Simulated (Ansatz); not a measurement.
# Heat of formation of OCS (carbonyl sulfide) from total energies

The species is OCS (3 atoms), meant as a singlet with charge 0. As SMILES, `O=C=S`. The shape is that of a PBE0-D4/def2-TZVP optimisation.

```tsv
atom	x (Å)	y (Å)	z (Å)
O	0.9220	0.6844	0.5821
C	0.0967	0.0718	0.0611
S	-1.0187	-0.7562	-0.6432
```

Total energies at PBE-QIDH/def2-TZVP, 7 core orbitals frozen (Ansatz 0.2.0); the atoms run unrestricted:

```
species    state  energy (Eh)
    OCS  singlet  -511.229757
      O  triplet   -75.010374
      C  triplet   -37.800518
      S  triplet  -397.887957
```

Harmonic wavenumbers at PBE0-D4/def2-TZVP, in cm⁻¹: 539, 539, 900, 2156.

Measured heats of formation of the gaseous atoms at 298.15 K, in kJ/mol: O 249.2, C 716.9, S 277.0. Spin-orbit lowering of the atoms at 298 K (mean of the ground term's levels less their thermal mean, from spectra), in kJ/mol: O 0.40, C 0.02, S 1.88. Take 1 Eh = 2625.50 kJ/mol, 1 cm⁻¹ = 0.0119627 kJ/mol, RT = 2.479 kJ/mol.

**Question.** Work out the heat of formation of the gas at 298 K.

**Answer.** 
1. Electronic atomisation energy: (-75.010374) + (-37.800518) + (-397.887957) − (-511.229757) = 0.530908 Eh = 1393.9 kJ/mol.
2. Zero-point energy: half the sum of the wavenumbers, 2067 cm⁻¹ = 24.7 kJ/mol.
3. Thermal vibrational enthalpy, Σ hcν̃/(exp(hcν̃/kT) − 1): 1.2 kJ/mol. Translation, rotation and pV of a linear molecule: 3.5 RT = 8.7 kJ/mol.
4. The 3 free atoms carry 5/2 RT each: 18.6 kJ/mol.
5. Spin-orbit coupling lowers the free atoms by 0.40 + 0.02 + 1.88 = 2.3 kJ/mol.
6. Atomisation enthalpy at 298 K: 1393.9 − 2.3 − 24.7 − 1.2 − 8.7 + 18.6 = 1375.6 kJ/mol.
7. Sum of the atoms' heats of formation: 1243.1 kJ/mol. Heat of formation: 1243.1 − 1375.6 = -132.5 kJ/mol.

The tabulated value is -138.4 kJ/mol (NIST-JANAF tables), so this level is off by +5.9 kJ/mol, or 0.4 % of the atomisation enthalpy that the table implies (1381.5 kJ/mol). Anharmonicity and any spin-orbit splitting of the molecule are left out, and cores are frozen in the wave-function part.
